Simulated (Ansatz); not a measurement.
**SiPH₃ (singlet): from Hartree-Fock to the top rungs, cc-pVDZ**

One table from this session's results is given with a row withheld; the runs are named, their logs left out.

Program: Ansatz 0.2.0, Gaussian basis. Level of theory: cc-pVDZ, core rule «outside noble gas», up to 10 orbitals frozen. These are calculated values, not measurements.

The runs, in order: UHF; CCSD(T) on RHF; CCSD(T) on UHF; BCCD(T) on RHF; CISD; CCSDT(Q) on RHF; CCSDT(Q) on UHF.

9 further runs of the same task are left out: 9 set aside as unsound or not needed. Runs told in other sessions of the task aren't counted.

**The geometry**

The geometry is a PBE0/def2-TZVP stationary point (not a proven minimum).

5 atoms, charge 0, spin multiplicity 1.

Atoms are counted from 1 here; the program's logs count them from 0.

Bond lengths: Si1–P2 2.174 Å, Si1–H3 1.524 Å, P2–H4 1.409 Å, P2–H5 1.408 Å. Angles: P2–Si1–H3 87.8°, Si1–P2–H4 117.1°, Si1–P2–H5 112.4°, H4–P2–H5 102.2°.

Coordinates:

```xyz
5
H3PSi
Si   -0.04239    0.08155    1.17193
P     0.07372   -0.02725   -0.99598
H     0.01741   -1.44138    1.19420
H    -0.60560   -1.09105   -1.62138
H    -0.49616    1.09756   -1.62174
```

Set-up of the first run:

in.yaml reads:

```yaml
crystal:
  periodic: [false, false, false]
  atoms:
    - {symbol: Si, position_ang: [-0.042392, 0.081545, 1.171934]}
    - {symbol: P, position_ang: [0.073725, -0.027248, -0.995977]}
    - {symbol: H, position_ang: [0.017415, -1.441379, 1.194196]}
    - {symbol: H, position_ang: [-0.605598, -1.091045, -1.621383]}
    - {symbol: H, position_ang: [-0.496156, 1.097555, -1.621744]}
basis:
  gaussian: {orbitals: cc-pVDZ}
magnetization: {spin_polarized: true, initial_magnetization: 0}
hamiltonian: {xc: hf}
output: {orbitals: {seedname: orbitals}}
```

On the command line:

```
ansatz run in.yaml --threads 1 --pin off --events-out ev --progress --plain --max-ram 2393MiB
```

Among the steps run: UHF; CCSD(T) on RHF; CCSD(T) on UHF; BCCD(T) on RHF; CISD; CCSDT(Q) on RHF; CCSDT(Q) on UHF.

One table of the session follows, with a row left open; its other results are not shown here.

It belongs to the step «Misses and costs». 

```
   method  from RCCSDT(Q) (kcal/mol)
      RHF                    +165.00
      UHF                    +164.94
     RMP2                     +32.88
     CISD                     +22.21
    RCCSD                      +6.60
 RCCSD(T)                      +1.22
  BCCD(T)                      +1.18
   RCCSDT                          ?
RCCSDT(Q)                          0
```

Estimate the missing values for RCCSDT.

As computed: from RCCSDT(Q) (kcal/mol): +0.39. In the column «from RCCSDT(Q) (kcal/mol)» it lies between RCCSDT(Q) (0) and BCCD(T) (+1.18).

Not comparable, so not listed: CCSD(T) on UHF; CCSDT(Q) on UHF (they don't share determinant, frozen orbitals or solution with the rows shown, or repeat one).
